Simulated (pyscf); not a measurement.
# Hydrogen abstraction: •O–OH + ethane (H₃C–CH₃) -> hydrogen peroxide (HO–OH) + ethyl (•H₂C–CH₃)

Gas phase, doublet surface, charge 0. Bonds broken: C4–H6. Bonds formed: O1–H6. Optimised with ωB97X-D3(BJ)/def2-SVP in PySCF.

Transition state (Å):

```xyz
11

O      0.7709    -0.8299    -0.2562
O      0.4584    -1.2220     1.0374
H      0.8893    -0.5436     1.5808
C     -1.3201     0.4374    -0.8474
C     -1.6501     1.0731     0.4747
H     -0.1721    -0.2770    -0.6214
H     -2.0005    -0.3574    -1.1838
H     -1.0196     1.1154    -1.6585
H     -1.6980     0.3155     1.2732
H     -2.6329     1.5782     0.4390
H     -0.9022     1.8311     0.7580
```

One imaginary mode, 1963i cm⁻¹; descent along it reached the two sides named, in the forms told below.

| bond | change | reactant side (Å) | saddle | product side |
|---|---|---|---|---|
| C4–H6 | breaks | 1.101 | 1.371 | 2.089 |
| O1–H6 | forms | 2.541 | 1.153 | 0.977 |

Electronic energies relative to the separated reactants (eV):

```tsv
level	barrier	reaction energy	reverse barrier
ωB97X-D3(BJ)/def2-TZVP	1.05	+0.89	0.16
PBE/def2-TZVP	0.66	+0.84	-0.18
r²SCAN/def2-TZVP	0.71	+0.73	-0.02
B3LYP-D3(BJ)/def2-TZVP	0.85	+0.81	0.04
PBE0-D3(BJ)/def2-TZVP	0.86	+0.82	0.04
M06-2X/def2-TZVP	0.94	+0.72	0.21
ωB97M-D3(BJ)/def2-TZVP	1.02	+0.80	0.22
HF/def2-TZVP	1.81	+0.88	0.93
```

With ωB97M-D3(BJ)/def2-TZVP energies and thermal terms (ideal gas, 1 atm, RRHO with modes under 100 cm⁻¹ raised to 100, one conformer, R ln 2 for rigid chiral ones), in eV:

```tsv
T (K)	ΔH‡	ΔG‡	ΔH	ΔG
298	0.88	1.28	+0.74	+0.64
600	0.93	1.67	+0.78	+0.52
900	0.98	2.04	+0.80	+0.38
1200	1.02	2.38	+0.81	+0.25
```

On the product side the descent ends in a complex, 0.18 eV under the separated species and 0.34 eV under the saddle at ωB97X-D3(BJ)/def2-TZVP. At PBE, r²SCAN the saddle lies under the separated products, which points to a path from their complex (located at ωB97X-D3(BJ) alone), and parting the products costs more than the saddle. This is the saddle that the search found; another between the same sides may lie lower. The angle at the transferred H is 171°.
